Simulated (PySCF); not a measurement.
Al(F)3, SMILES [F][Al]([F])[F], singlet (B3LYP/def2-SVP optimised geometry):

```
4

Al    -0.411     0.000     0.000
F      1.235     0.000     0.000
F     -1.233    -1.425     0.000
F     -1.235     1.425     0.000
```

Calculation: B3LYP/def2-TZVP in PySCF 2.14.0.

Question: What are the frontier orbital energies and the dipole moment?

Answer: HOMO-2 -11.87 eV, HOMO-1 -11.87 eV, HOMO -11.40 eV, LUMO -1.99 eV, LUMO+1 -0.52 eV; dipole moment 0.00 D.

Meta-Löwdin charges at B3LYP/def2-TZVP: Al1 1.57, F2 -0.52, F3 -0.52, F4 -0.52.
